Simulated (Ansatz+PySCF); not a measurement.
## singlet NO(+): levels of theory in one basis

```xyz
2

N    -0.0321    0.0193   -0.5985
O     0.0116   -0.0125    0.5416
```

Basis set: def2-SVP (spherical functions). Correlated methods keep 2 orbitals frozen. Charge 1, multiplicity 1.

Computed with Ansatz (development build ahead of 0.2.0); each method stands on the lowest determinant of its kind that the runs found. NEVPT2 correlates all electrons. Active spaces start from the frontier orbitals, and the lowest solution found is given.

```tsv
method	E − E(RHF) (eV)	<S²> of the determinant
RHF	0.00	0.00
UHF	-0.10	0.36
UHF-MP2	-8.82	0.36
RHF-CCSD	-9.71	–
UHF-CCSD	-9.71	0.36
RHF-CCSD(T)	-10.17	–
UHF-CCSD(T)	-10.11	0.36
RHF-CCSDT(Q)	-10.25	–
UHF-CCSDT(Q)	-10.25	0.36
CASSCF(10,8)	-5.45	–
SC-NEVPT2(10,8)	-9.52	–
```

Problem. What does RHF-MP2 give on the same scale?

Solution. -10.05 eV.

Problem. Is a single determinant a sound starting point here?

Solution. Only with care. Unrestricted orbitals gain 0.10 eV and <S²> is 0.36 against 0.00 for a pure state, so spin symmetry breaks but gains little energy; restricted orbitals can still serve. The CASSCF(10,8) natural occupations are 2.00, 1.99, 1.97, 1.92, 1.92, 0.09, 0.09, 0.03.

Caution for UHF, UHF-MP2, UHF-CCSD, UHF-CCSD(T), UHF-CCSDT(Q): the unrestricted determinant is spin contaminated. Caution for UHF-MP2, UHF-CCSD, UHF-CCSD(T), UHF-CCSDT(Q): a plain start can end on a higher determinant. Caution for UHF-MP2, UHF-CCSD(T): another reference gives a lower total. Caution for UHF-CCSD, UHF-CCSD(T): the program doubts this total.
